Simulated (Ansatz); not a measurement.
# CH3⁺, singlet: the ladder up to full CI

Geometry: a point of a stretch scan, not a stationary point.

```
atom    x (Å)    y (Å)    z (Å)
   C   0.0302   0.0540  -0.0002
   H   1.1234   0.0679  -0.0004
   H  -0.5284   0.9937  -0.0030
   H  -0.9555  -1.7046   0.0054
```

Basis cc-pVDZ; Ansatz 0.2.0. Only valence electrons are correlated (noble-gas cores frozen), which leaves 6 electrons in 28 orbitals. R marks a restricted (for open shells ROHF) determinant, U an unrestricted one. Active spaces: pair = (2e, 2o) about the gap; valence = (6e, 7o) chosen from the atoms' valence shells.

Full CI is exact within this basis and frozen core; it isn't the basis-set limit. The frozen core follows each run's orbitals, which can shift R against U totals by a few meV.

Unrestricted rows (U) aren't spin-pure: their determinants' ⟨S²⟩ exceeds S(S+1) by up to 0.58, so they mix in states of higher spin.

- UHF ⟨S²⟩: 0.582
- T1 diagnostic (RCCSD): 0.0245
- largest doubles amplitude (RCCSD): 0.240

| level | E − E(RHF) (eV) |
| --- | --- |
| UHF | -0.4968 |
| RMP2 | -3.3206 |
| UMP2 | -2.9317 |
| RCCSD | -4.2171 |
| UCCSD | -4.1872 |
| RCCSD(T) | -4.3220 |
| UCCSD(T) | -4.2985 |

**Question.** Estimate how far full CI in cc-pVDZ lies from RCCSD(T). The table doesn't fix it; the size of (T) and the diagnostics are the guide.

**Answer.** Full CI in cc-pVDZ lies 2.5 kJ/mol below RCCSD(T), which is 24 % of the (T) step (-10.1 kJ/mol). T1 is raised, a doubles amplitude is large, RHF is unstable towards spin polarisation, but (T) still catches most of what CCSD lacks.

The other levels:

```
                            level  E − E(full CI) (kJ/mol)  share of correlation (%)  wall time
                             CISD                     33.7                     91.97     0.42 s
                          BCCD(T)                      2.6                     99.39     0.27 s
                           RCCSDT                      0.7                     99.84          –
                           UCCSDT                      0.8                     99.80          –
                        RCCSDT(Q)                      0.1                     99.98     0.66 s
                        UCCSDT(Q)                      0.1                     99.97      2.9 s
                          RCCSDTQ                      0.0                     99.99        7 s
              CASSCF (pair space)                    284.6                     32.16          –
              NEVPT2 (pair space)                     61.7                     85.29     0.12 s
              MRCISD (pair space)                     13.1                     96.89          –
            MRCISD+Q (pair space)                      0.4                     99.90     0.24 s
           CASSCF (valence space)                    159.2                     62.04          –
           NEVPT2 (valence space)                     38.1                     90.92     0.45 s
           MRCISD (valence space)                      4.4                     98.96          –
         MRCISD+Q (valence space)                      0.7                     99.84      0.9 s
MRCISD+Q(relaxed) (valence space)                     -1.3                    100.30      1.1 s
```

The correlation energy at full CI, counted from RHF, is -4.347 eV. That run took 7.5 s on 1 thread of Intel Xeon Platinum 8488C, shared host over 2,701,046 determinants.

Times hold each run's SCF and search for its determinant on a shared host, so for small cases they say little of a method's own cost; they ran on 1 thread of Intel Xeon Platinum 8488C.

Not variational, and here over 5 meV under the exact energy: MRCISD+Q(relaxed) (valence space).

The full-CI state has the irrep A1 of C2v, in the program's axes.

Natural occupations of full CI about the gap: 1.962 1.959 1.831 0.153 0.022 0.021 0.018 0.007 0.006 0.006; effectively unpaired electrons, Σ n²(2−n)², 0.19.
